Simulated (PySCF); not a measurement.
## SMILES C[P+]1(P)CC1, [C$_{3}$H$_{9}$P$_{2}$]+, charge +1

Cartesian coordinates in Å; atom numbers follow the order of the lines, from 1:
```xyz
14

C     1.006   -1.363   -0.537
P     0.199    0.185    0.021
P     1.124    2.095    0.473
C    -1.334   -0.117    0.935
C    -1.525    0.310   -0.517
H     1.736   -1.686    0.207
H     0.245   -2.133   -0.661
H     1.514   -1.192   -1.485
H     2.128    1.501    1.251
H     1.901    2.074   -0.695
H    -1.608    0.596    1.702
H    -1.574   -1.141    1.193
H    -1.890   -0.432   -1.215
H    -1.923    1.302   -0.693
```

Total charge +1.

Computed, not measured: GIAO wB97X-D/pcSseg-1 magnetisability, rotational g tensor and spin-rotation constants, non-relativistic, gas phase in PySCF 2.14.0. Geometry: GFN2-xTB.

For an ion the centre-of-mass motion in the field is neglected.

Problem. Give the nuclear spin-rotation constants along the inertial axes (H = +C I·J) beside the isotropic shieldings.

Solution. Rotational constants 4.2148, 2.3737, 1.7752 GHz. A star marks the isotopologue with that one atom substituted, in its own axes.
| atom | isotope | Caa (kHz) | Cbb (kHz) | Ccc (kHz) | mean (kHz) | σ (ppm) |
| --- | --- | --- | --- | --- | --- | --- |
| P2 | 31P | 3.349 | 2.550 | 2.896 | 2.932 | 484.0 |
| P3 | 31P | 3.788 | 2.539 | 2.235 | 2.854 | 521.7 |
| H6 | 1H | -0.487 | -0.200 | -0.073 | -0.254 | 29.2 |
| H7 | 1H | -0.037 | -0.288 | -0.242 | -0.189 | 30.5 |
| H8 | 1H | -0.490 | -0.199 | -0.072 | -0.254 | 29.2 |
| H9 | 1H | -0.471 | -0.153 | -0.089 | -0.238 | 27.9 |
| H10 | 1H | -0.470 | -0.146 | -0.095 | -0.237 | 27.9 |
| H11 | 1H | -0.401 | -0.139 | -0.167 | -0.236 | 29.6 |
| H12 | 1H | -0.157 | -0.275 | -0.166 | -0.199 | 29.5 |
| H13 | 1H | -0.153 | -0.275 | -0.167 | -0.199 | 29.4 |
| H14 | 1H | -0.402 | -0.138 | -0.167 | -0.236 | 29.6 |
| C1 | 13C* | 0.426 | 0.312 | 0.290 | 0.343 | 170.9 |
| C4 | 13C* | 0.416 | 0.242 | 0.345 | 0.334 | 171.3 |

For the geometry as given, no vibrational averaging.
